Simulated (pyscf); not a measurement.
This saddle point was located with ωB97X-D3(BJ)/def2-SVP in PySCF.

```xyz
10

O     -1.8417    -1.5374    -0.9536
B     -1.3716    -0.4508     0.1869
O     -1.9974     0.7989    -0.0015
H     -2.5087    -1.1530    -1.5377
H     -1.5278    -0.9375     1.2866
H     -1.6918     1.2728    -0.7809
N      0.1056    -0.5643    -0.3968
H     -0.7052    -1.2689    -1.1804
H      0.5473     0.3076    -0.6832
H      0.7602    -1.0906     0.1783
```
Charge 0, spin multiplicity 1.

Surface: singlet, charge 0. Lowest wavenumbers (cm⁻¹): 1287i, 288, 323, 351, 415.

**Question.** Which two sides does it connect, and which bonds change?

**Answer.** HO–BH–OH + NH₃ <-> H₂O + H₂N–BH–OH, a four-centre exchange read from left to right: B–O, H–N broken and H–O, B–N formed. At CCSD(T)/def2-TZVPP + ΔMP2(QZVPP) it lies +114.7 kJ/mol from the left side and +93.0 kJ/mol from the right (each side as separated species at their lowest minima found). On the reactant side the descent ends in an adduct with a B–N contact, 14.9 kJ/mol under the separated species and 123.8 kJ/mol under the saddle at ωB97X-D3(BJ)/def2-TZVP. What is counted as formed (B–N) is already present as a longer contact in the reactant adduct; forming that adduct is a step of its own. The products may also form a dative adduct at H₂N–BH–OH; it and routes through it were not searched. One saddle was located; it need not be the lowest between these sides. The CCSD(T) − MP2 part came from Ansatz, without density fitting, on the same reference.
